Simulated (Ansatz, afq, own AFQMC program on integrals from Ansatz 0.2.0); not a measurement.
**CH₂Ge, triplet: AFQMC among the cluster methods**

```yaml
atoms:
  - { symbol: Ge, position_ang: [0.0000, 0.0000, 0.3308] }
  - { symbol: C, position_ang: [0.0000, 0.0000, -1.6265] }
  - { symbol: H, position_ang: [0.0000, 0.9089, -2.2295] }
  - { symbol: H, position_ang: [0.0000, -0.9089, -2.2295] }
```

Connectivity, by distances: Ge–CH2.

Basis cc-pVDZ. Only valence electrons are correlated. Integrals, coupled cluster, full CI and functionals: Ansatz 0.2.0; the random walks run on the same integrals in our own AFQMC program. The CISD trial takes its coefficients from CCSD amplitudes. Released means that phaseless walkers are propagated on without the constraint, phases kept. ± is one standard error of the sampling. No spin–orbit coupling.

Determinant: UHF, the one that the program's search chose, which needn't be the lowest solution. The geometry is a PBE0/def2-TZVP stationary point of this or a neighbouring charge and spin state.

No full CI on the walks' own integrals is used here; CCSDT(Q) serves as the reference and is uncertain by about the last step of the cluster series.

Cautions: no relativity below Rb; no spin-orbit coupling; inner d shell frozen; lower spins were not checked.

The T1 diagnostic is 0.0183 and the weight of the determinant in the CISD state is 0.887. The ⟨S²⟩ of the determinant is 2.024 and the size of the correlated space is 10 electrons in 36 orbitals.

(1) Estimate: order these by the size of their error in total energy against CCSDT(Q), smallest first.
A. CCSD(T)
B. MP2
C. CCSD
D. AFQMC with the constraint released

(1) D (0.2 ± 0.3 kJ/mol), A (3.4 kJ/mol), C (17.9 kJ/mol), B (105.2 kJ/mol).

Reference: CCSDT(Q), correlation energy -5.773 eV. The released energy is read at 2.40 1/Eh (meV from the phaseless value at times in 1/Eh: -6 ± 3 at 0.24, -8.7 ± 2.0 at 0.51, -6.8 ± 1.8 at 0.99, -11.1 ± 2.4 at 1.62, -11 ± 3 at 2.40).

A walk keeps the symmetry of its determinant, which the program's search chose and which needn't be the lowest solution, so a lower state of the same spin and another symmetry isn't excluded. Released energies are given only where the last usable release times agree within the noise; a slower fall can still hide under it.
